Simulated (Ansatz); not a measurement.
# Cs4: the cost of one run

Method: the settings change from run to run; program: Ansatz 0.2.0, Gaussian basis.

## Step 1: The relaxed structure

An earlier PBE in a triple-zeta def2 set relaxation fixed the geometry. Cs takes a core potential in def2 sets; no spin-orbit term is included.

4 atoms, charge 1, spin multiplicity 2.

Atoms are counted from 1 here; the program's logs count them from 0.

Bond lengths: Cs1–Cs2 5.427 Å, Cs1–Cs3 5.423 Å, Cs2–Cs3 4.942 Å, Cs2–Cs4 5.428 Å, Cs3–Cs4 5.424 Å. Angles: Cs2–Cs1–Cs3 54.2°, Cs1–Cs2–Cs3 62.9°, Cs1–Cs2–Cs4 125.7°, Cs3–Cs2–Cs4 62.9°, Cs1–Cs3–Cs2 62.9°, Cs1–Cs3–Cs4 125.9°, Cs2–Cs3–Cs4 62.9°, Cs2–Cs4–Cs3 54.2°.

## Step 2: r2SCANh/def2-TZVP

Options: atoms shaken by 0.08 Å.

Contents of in.yaml:

```yaml
crystal:
  periodic: [false, false, false]
  atoms:
    - {symbol: Cs, position_ang: [4.725547, 0.109174, -1.087815]}
    - {symbol: Cs, position_ang: [0.072386, -2.423740, 0.253108]}
    - {symbol: Cs, position_ang: [-0.029711, 2.384501, -0.316921]}
    - {symbol: Cs, position_ang: [-4.680402, -0.126020, 0.854345]}
basis:
  gaussian: {orbitals: def2-TZVP}
total_charge: 1
magnetization: {spin_polarized: true, initial_magnetization: 1}
hamiltonian: {xc: {name: r2SCANh}}
scf: {omitted_lower_state_checks: [starts]}
output: {forces: true}
```

Launch:

```console
$ ansatz run in.yaml --threads 4 --pin off --events-out ev --progress --plain --max-ram 3916MiB
```

Q: Estimate wall time and peak memory on 4 threads of Arm Neoverse V1, shared host.

About 32 s, with a peak of 0.61 GiB.
